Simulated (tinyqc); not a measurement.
CIS and TDHF on RHF in the sto-6g basis, for H2O, spin multiplicity 1, step by step. One step of it, computed by the program tinyqc.

Problem. CIS matrix, singlets. A(ia,jb) = (e_a - e_i) d_ij d_ab + 2 (ia|jb) - (ij|ab).

orbital energies (hartree): MO1 -20.544698, MO2 -1.206912, MO3 -0.506984, MO4 -0.456658, MO5 -0.400188, MO6 0.438581, MO7 0.494587

Two-electron integrals over orbitals (pq|rs), unique and non-zero (hartree):
```
(11|11) 4.764078    (21|11) -0.444141   (21|21) 0.066749    (22|11) 1.043673
(22|21) -0.017060   (22|22) 0.730519    (31|31) 0.011669    (32|31) 0.017384
(32|32) 0.125455    (33|11) 0.770476    (33|21) -0.004830   (33|22) 0.615910
(33|33) 0.590129    (41|11) 0.168542    (41|21) -0.023871   (41|22) 0.011915
(41|33) 0.005135    (41|41) 0.023568    (42|11) -0.162594   (42|21) 0.008446
(42|22) -0.034140   (42|33) -0.000021   (42|41) 0.016532    (42|42) 0.129206
(43|31) -0.002917   (43|32) 0.025269    (43|43) 0.060222    (44|11) 0.892420
(44|21) -0.010100   (44|22) 0.646250    (44|33) 0.559063    (44|41) -0.007278
(44|42) -0.081754   (44|44) 0.659159    (51|51) 0.026634    (52|51) 0.033418
(52|52) 0.153102    (53|53) 0.026848    (54|51) -0.011693   (54|52) -0.044122
(54|54) 0.045176    (55|11) 1.117106    (55|21) -0.011704   (55|22) 0.760636
(55|33) 0.603142    (55|41) 0.004209    (55|42) -0.085897   (55|44) 0.665534
(55|55) 0.880663    (61|11) -0.183004   (61|21) 0.029359    (61|22) -0.002025
(61|33) 0.001051    (61|41) 0.003780    (61|42) 0.021511    (61|44) -0.014306
(61|55) -0.004517   (61|61) 0.026505    (62|11) 0.253308    (62|21) -0.006098
(62|22) 0.127694    (62|33) 0.068938    (62|41) 0.018677    (62|42) 0.037275
(62|44) 0.049539    (62|55) 0.132412    (62|61) 0.012649    (62|62) 0.095335
(63|31) 0.002971    (63|32) -0.026855   (63|43) -0.036699   (63|63) 0.067404
(64|11) 0.292105    (64|21) -0.003666   (64|22) 0.141498    (64|33) 0.055942
(64|41) -0.000629   (64|42) -0.063876   (64|44) 0.129857    (64|55) 0.165219
(64|61) -0.003288   (64|62) 0.053491    (64|64) 0.115576    (65|51) 0.011607
(65|52) 0.046220    (65|54) 0.008592    (65|65) 0.033404    (66|11) 0.804694
(66|21) -0.007974   (66|22) 0.601161    (66|33) 0.549770    (66|41) 0.016254
(66|42) 0.038487    (66|44) 0.550896    (66|55) 0.586927    (66|61) 0.009234
(66|62) 0.095575    (66|64) 0.061367    (66|66) 0.588235    (71|31) 0.014492
(71|32) 0.020743    (71|43) -0.003694   (71|63) 0.003313    (71|71) 0.018016
(72|31) 0.015130    (72|32) 0.057628    (72|43) -0.031657   (72|63) 0.028674
(72|71) 0.018136    (72|72) 0.067748    (73|11) 0.372985    (73|21) -0.006664
(73|22) 0.170937    (73|33) 0.092130    (73|41) -0.000417   (73|42) -0.083490
(73|44) 0.124861    (73|55) 0.205832    (73|61) -0.005348   (73|62) 0.062389
(73|64) 0.114877    (73|66) 0.050108    (73|73) 0.167201    (74|31) -0.008133
(74|32) -0.072104   (74|43) -0.021512   (74|63) 0.055792    (74|71) -0.010057
(74|72) -0.014589   (74|74) 0.075549    (75|53) 0.023763    (75|75) 0.023715
(76|31) 0.006827    (76|32) 0.076362    (76|43) 0.065850    (76|63) -0.058317
(76|71) 0.008212    (76|72) -0.006031   (76|74) -0.063902   (76|76) 0.108000
(77|11) 0.801583    (77|21) -0.007718   (77|22) 0.594759    (77|33) 0.573478
(77|41) 0.003604    (77|42) -0.012881   (77|44) 0.557986    (77|55) 0.590106
(77|61) -0.002255   (77|62) 0.055581    (77|64) 0.046904    (77|66) 0.548099
(77|73) 0.081407    (77|77) 0.578987
```

Give: CIS matrix A, singlet.

Solution.

CIS matrix A, singlet (hartree):
```
         1>6      1>7     2>6      2>7      3>6      3>7      4>6      4>7
1>6  20.2316   0.0000  0.0333   0.0000   0.0000  -0.0175  -0.0228   0.0000
1>7   0.0000  20.2737  0.0000   0.0440  -0.0002   0.0000   0.0000  -0.0237
2>6   0.0333   0.0000  1.2350   0.0000   0.0000   0.0484   0.0685   0.0000
2>7   0.0000   0.0440  0.0000   1.2422  -0.0190   0.0000   0.0000  -0.0163
3>6   0.0000  -0.0002  0.0000  -0.0190   0.5306   0.0000   0.0000   0.0457
3>7  -0.0175   0.0000  0.0484   0.0000   0.0000   0.7625   0.1639   0.0000
4>6  -0.0228   0.0000  0.0685   0.0000   0.0000   0.1639   0.5755   0.0000
4>7   0.0000  -0.0237  0.0000  -0.0163   0.0457   0.0000   0.0000   0.5444
5>6   0.0000   0.0000  0.0000   0.0000   0.0000   0.0000   0.0000   0.0000
5>7   0.0000   0.0000  0.0000   0.0000   0.0000   0.0000   0.0000   0.0000

        5>6     5>7
1>6  0.0000  0.0000
1>7  0.0000  0.0000
2>6  0.0000  0.0000
2>7  0.0000  0.0000
3>6  0.0000  0.0000
3>7  0.0000  0.0000
4>6  0.0000  0.0000
4>7  0.0000  0.0000
5>6  0.3186  0.0000
5>7  0.0000  0.3521
```
